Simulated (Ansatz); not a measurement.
Energy needed to pull apart SiH2ClO (SMILES O[SiH]Cl), doublet, into free ground-state atoms, from the structure below (displaced at random from a GFN2-xTB minimum); no zero-point or spin–orbit terms; open-shell atoms are treated unrestricted, in their ground-state multiplicity.

O1  (-0.870, -0.396, -0.654)
Si2  (-0.093, 0.514, 0.452)
Cl3  (1.544, -0.474, 1.165)
H4  (-0.921, -1.337, -0.612)
H5  (0.255, 1.716, -0.341)
(Å)

Program: Ansatz 0.2.0. Basis: def2-TZVPP. Cores are frozen in the correlated methods; orbitals are unrestricted.

```csv
method,atomization energy (eV)
PBE-D4,?
r2SCAN-D4,16.81
PBE0-D4,?
CAM-B3LYP-D4,16.60
wB97X-V,16.66
wB97M-V,16.64
HF,11.92
MP2,16.58
CCSD,15.77
CCSD(T),16.05
```

Question: What does PBE0-D4 give? (To be estimated.)

Answer: By the calculation: 16.49 eV, which is about 0.44 eV more than CCSD(T)/def2-TZVPP.

Question: What does PBE-D4 give? (To be estimated.)

Answer: By the calculation: 16.84 eV, which is about 0.80 eV more than CCSD(T)/def2-TZVPP.

In triple zeta the MP2 and coupled-cluster atomization energies are still short of their basis limit by a few kcal/mol a bond, whereas those of the functionals are nearly converged, so these differences are not deviations from converged CCSD(T).

The T1 diagnostic stays at or below 0.014. ⟨S²⟩ of the unrestricted Hartree–Fock references: 0.76 (a pure state has 0.75).

For scale, one of the runs: CCSD(T)/def2-TZVPP forces, 143 basis functions (an equivalent command: `ansatz run in.yaml --threads 8`). Hardware: 8 CPU threads, shared host. Wall time 110 s; peak host memory 3.5 GiB.
